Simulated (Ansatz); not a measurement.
```yaml
crystal:
  periodic: [false, false, false]
  atoms:
    - {symbol: N, position_ang: [0.287035, 2.111263, -0.608877]}
    - {symbol: C, position_ang: [-0.377347, -0.360368, -0.674271]}
    - {symbol: N, position_ang: [0.256837, -1.703448, 1.411042]}
    - {symbol: S, position_ang: [-1.852931, -1.642763, -3.118184]}
    - {symbol: H, position_ang: [-0.394236, 3.181592, -2.020912]}
    - {symbol: H, position_ang: [0.608608, 2.973548, 1.055978]}
    - {symbol: H, position_ang: [0.008899, -3.581226, 1.284336]}
    - {symbol: H, position_ang: [1.637368, -1.086504, 2.565249]}
basis:
  gaussian: {orbitals: x2c-TZVPPall}
hamiltonian: {xc: {name: wB97}}
```

```sh
$ ansatz run in.yaml --threads 2 --pin off --events-out ev --progress --plain --max-ram 4352MiB
```

Shortened log:

```
Functional definition: wB97
1018 factors; their error is unknown
291 factors; integrals over basis functions are off by at most 7.5e-5 eV
mean field evaluation 1: about -14898.6932 eV, gradient 5.2e1 eV
mean field evaluation 2: about -14732.5055 eV, gradient 1.9e2 eV
mean field evaluation 4: about -14895.6007 eV, gradient 8.3e1 eV
mean field evaluation 8: about -14915.9979 eV, gradient 2.8e-1 eV
mean field evaluation 16: about -14915.9776 eV, gradient 2.5e-5 eV
mean field -14915.97757652 eV, -548.1520655244 hartree, gradient 1.6e-5 eV, S^2 0.000000; 4 other end points of the search recorded, 0 dependent functions left out
reference -14915.97756272 eV, -548.1520650172 hartree; 20, 20 occupied and 171, 171 virtual orbitals, 1018 factors
Total energy: -14915.97756272 eV, -548.1520650172 hartree
Relativity: scalar
```

**Question.** What is wrong with this run?

**Answer.** The coordinates are in bohr but typed as ångström. Self-consistency was reached. The result belongs to that input, not to the molecule as meant.
